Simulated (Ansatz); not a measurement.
**CHClSi (singlet): wave-function methods side by side at a displaced geometry (v2), cc-pVDZ**

One table from this session's results is given with a row withheld; the runs are named, their logs left out.

Method: cc-pVDZ, core rule «outside noble gas», up to 11 orbitals frozen; program: Ansatz 0.2.0, Gaussian basis.

To be run: UHF; CCSD(T) on RHF; CCSD(T) on UHF; BCCD(T) on RHF; CISD; CCSDT(Q) on RHF; CASSCF and MRCISD+Q, 8 electrons in 8 orbitals; CASSCF and MRCISD+Q(relaxed), 8 electrons in 8 orbitals; CASSCF and NEVPT2, 8 electrons in 8 orbitals.

11 further runs of the same task are left out: 3 that didn't finish, 8 set aside as unsound or not needed. Runs told in other sessions of the task aren't counted.

## The system

The geometry is a PBE0/def2-TZVP stationary point (not a proven minimum) with its atoms shifted at random (size 0.100 Å).

4 atoms, charge 0, spin multiplicity 1.

Atoms are counted from 1 here; the program's logs count them from 0.

Bond lengths: Cl1–C2 1.811 Å, C2–Si3 1.739 Å, C2–H4 1.011 Å. Angles: Cl1–C2–Si3 90.7°, Cl1–C2–H4 111.2°, Si3–C2–H4 154.0°.

The first run:

in.yaml

```yaml
crystal:
  periodic: [false, false, false]
  atoms:
    - {symbol: Cl, position_ang: [0.058311, -0.187693, 1.150247]}
    - {symbol: C, position_ang: [-0.106564, 1.012380, -0.196538]}
    - {symbol: Si, position_ang: [-0.029943, -0.266175, -1.372704]}
    - {symbol: H, position_ang: [0.053165, 1.955023, 0.132867]}
basis:
  gaussian: {orbitals: cc-pVDZ}
magnetization: {spin_polarized: true, initial_magnetization: 0}
hamiltonian: {xc: hf}
output: {orbitals: {seedname: orbitals}}
```

The run is started by

```
ansatz run in.yaml --threads 1 --pin off --events-out ev --progress --plain --max-ram 2393MiB
```

Among the steps run: UHF; CCSD(T) on RHF; CCSD(T) on UHF; BCCD(T) on RHF; CISD; CCSDT(Q) on RHF; CASSCF and MRCISD+Q, 8 electrons in 8 orbitals; CASSCF and MRCISD+Q(relaxed), 8 electrons in 8 orbitals; CASSCF and NEVPT2, 8 electrons in 8 orbitals.

One of the session's tables, all rows but one given; the rest of the session is left out.

| method | from RCCSDT(Q) (meV) |
| --- | --- |
| RHF | +10876.3 |
| UHF | +10730.9 |
| RMP2 | +1353.8 |
| UMP2 | +1833.2 |
| CISD | +1752.4 |
| RCCSD | +483.8 |
| UCCSD | +512.9 |
| RCCSD(T) | ? |
| UCCSD(T) | +108.8 |
| BCCD(T) | +68.8 |
| RCCSDT | +42.9 |
| RCCSDT(Q) | 0 |
| CASSCF frontier | +8286.6 |
| NEVPT2 frontier | +1370.2 |
| MRCISD frontier | +972.6 |
| MRCISD+Q frontier | +151.0 |
| MRCISD+Q(relaxed) frontier | +111.2 |

Q: Estimate the row for RCCSD(T) from the others.

**Answer.** from RCCSDT(Q) (meV): +68.9. In the column «from RCCSDT(Q) (meV)» it lies between BCCD(T) (+68.8) and UCCSD(T) (+108.8).

To keep in mind: Warnings: restricted reference is unstable; spin contamination. Restricted and unrestricted rows rest on different reference determinants; a gap between their highest levels can come from leftover correlation error, from unlike frozen cores or from another state.
